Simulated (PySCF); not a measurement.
# One shape, several levels: AlHOF (SMILES [O][AlH][F])

Wanted: a comparison of 6 runs (UPBE0/STO-6G, USVWN5/STO-6G, UCCSDT/STO-6G, UCISD/STO-6G, UCCSD(T)/STO-6G, FCI/STO-6G) of AlHOF. The job is set up through a Python script.

Program for the calculation: PySCF 2.14.0.

6 further runs of the same task are left out: 1 that didn't finish, 5 set aside as unsound or not needed.

### 1 The structure to begin with

AlHOF: 4 atoms, total charge 0, spin state doublet. SMILES: `[O][AlH][F]`. One bond was lengthened or shortened from a relaxed shape.

Bond lengths: O1–Al2 2.077 Å, Al2–F3 1.641 Å, Al2–H4 1.564 Å. Angles: O1–Al2–F3 117.5°, O1–Al2–H4 119.2°, F3–Al2–H4 123.3°.

### 2 A single-point energy at UPBE0/STO-6G (run 1)

Contents of calc.py:

```python
from pyscf import gto, dft

molecule = gto.M(
    atom='''
O       -0.161596      -1.279112       1.566645
Al       0.038200       0.026100      -0.037000
F       -1.126500      -0.010300      -1.192200
H        1.272100       0.985600      -0.090400
''',
    verbose=4,
    spin=1,
    charge=0,
    basis='sto-6g',
    max_memory=1860,
)

ks = dft.UKS(molecule)
ks.xc = 'pbe0'
ks.grids.level = 5
ks.conv_tol = 1e-10
ks.kernel()
if not ks.converged:
    ks = ks.newton().run(ks.mo_coeff, ks.mo_occ)

energy = ks.e_tot
print('E = %.10f Eh' % energy)
```

On the command line:

```bash
OMP_NUM_THREADS=1 python calc.py
```

The program printed:

```text
PySCF version 2.14.0

[... 105 lines left out ...]
converged SCF energy = -415.986699184659  <S^2> = 0.7603142  2S+1 = 2.0102877
E = -415.9866991847 Eh
```

It took 6 s on 1 thread of Arm Neoverse V1, shared host; peak memory 0.21 GiB.

### 3 The energy at USVWN5/STO-6G (run 2)

Contents of calc.py:

```python
from pyscf import gto, dft

molecule = gto.M(
    atom='O -0.161596 -1.279112 1.566645; Al 0.038200 0.026100 -0.037000; F -1.126500 -0.010300 -1.192200; H 1.272100 0.985600 -0.090400',
    spin=1,
    basis='sto-6g',
    verbose=3,
    max_memory=1860,
)

mf = dft.UKS(molecule, xc='svwn')
mf.conv_tol = 1e-10
mf.grids.level = 5
mf.kernel()
if not mf.converged:
    mf = mf.newton().run(mf.mo_coeff, mf.mo_occ)

etot = mf.e_tot
print('Final energy', etot)
```

On the command line:

```bash
OMP_NUM_THREADS=1 python calc.py
```

The program printed:

```text
converged SCF energy = -413.932671363885  <S^2> = 0.76089199  2S+1 = 2.0108625
Final energy -413.93267136388533
```

Run time: 3.6 s. Hardware: 1 thread of Arm Neoverse V1, shared host; peak memory 0.14 GiB.

Runs 3 to 5 aren't shown in full; the table further down has their settings and results.

### 4 The energy at FCI/STO-6G (run 6)

Contents of geometry.xyz:

```xyz
4
AlFHO
O     -0.161596    -1.279112     1.566645
Al     0.038200     0.026100    -0.037000
F     -1.126500    -0.010300    -1.192200
H      1.272100     0.985600    -0.090400
```

Contents of job.py:

```python
from pyscf import gto, scf, mcscf

mol = gto.M(
    atom='geometry.xyz',
    verbose=3,
    max_memory=1860,
    basis='sto-6g',
    spin=1,
)

mf = scf.ROHF(mol)
mf.conv_tol = 1e-10
mf.kernel()
if not mf.converged:
    mf = mf.newton().run(mf.mo_coeff, mf.mo_occ)

cas = mcscf.CASCI(mf, mf.mo_coeff.shape[-1] - 7, (mol.nelec[0] - 7, mol.nelec[1] - 7))  # full CI above the frozen core
cas.fix_spin_(ss=0.75)
cas.kernel()
e_final = cas.e_tot
print('E(%s) = %.9f' % ('FCI', e_final))
```

On the command line:

```bash
OMP_NUM_THREADS=1 python job.py
```

The program printed:

```text
converged SCF energy = -415.064638300169
CASCI E = -415.158417221027  E(CI) = -63.0980126358527  S^2 = 0.7500000
E(FCI) = -415.158417221
```

Wall time 32 s (1 thread of Arm Neoverse V1, shared host); peak memory 0.32 GiB.

### 5 The series

| run | level | integration grid | frozen core orbitals | energy (Eh) | dipole moment (D) of the reference | HOMO energy (eV) | LUMO energy (eV) | wall time |
| --- | --- | --- | --- | --- | --- | --- | --- | --- |
| 1 | UPBE0/STO-6G | 5 | – | -415.986699 | 1.20 | -2.37 | 3.06 | 6 s |
| 2 | USVWN5/STO-6G | 5 | – | -413.932671 | 1.06 | -0.40 | -0.22 | 3.6 s |
| 3 | UCCSDT/STO-6G | – | 7 | -415.158253 | 1.30 | -6.33 | 8.75 | 3.9 s |
| 4 | UCISD/STO-6G | – | 7 | -415.149501 | 1.30 | -6.33 | 8.75 | 1 s |
| 5 | UCCSD(T)/STO-6G | – | 7 | -415.156843 | 1.30 | -6.33 | 8.75 | 1.2 s |
| 6 | FCI/STO-6G | – | 7 | -415.158417 | 1.56 | – | – | 32 s |

### 6 What came out

| quantity | value |
| --- | --- |
| run 6: total energy | -415.15842 Eh |
| run 6: dipole moment (Hartree–Fock density) | 1.56 D |
| run 6: correlation energy (7 core orbitals frozen) | -93.8 mEh |

What this shows: Against full CI in this basis: UCCSDT +0.2 mEh; UCISD +8.9 mEh; UCCSD(T) +1.6 mEh. Totals of different functionals can't be ranked against each other. In runs 1, 2, 3, 4, 5, 6 the basis is minimal, so the values are rough. Spin contamination of the reference: run 3 ⟨S²⟩ = 0.86, run 4 ⟨S²⟩ = 0.86, run 5 ⟨S²⟩ = 0.86. All runs together took 48 s, the longest 32 s.
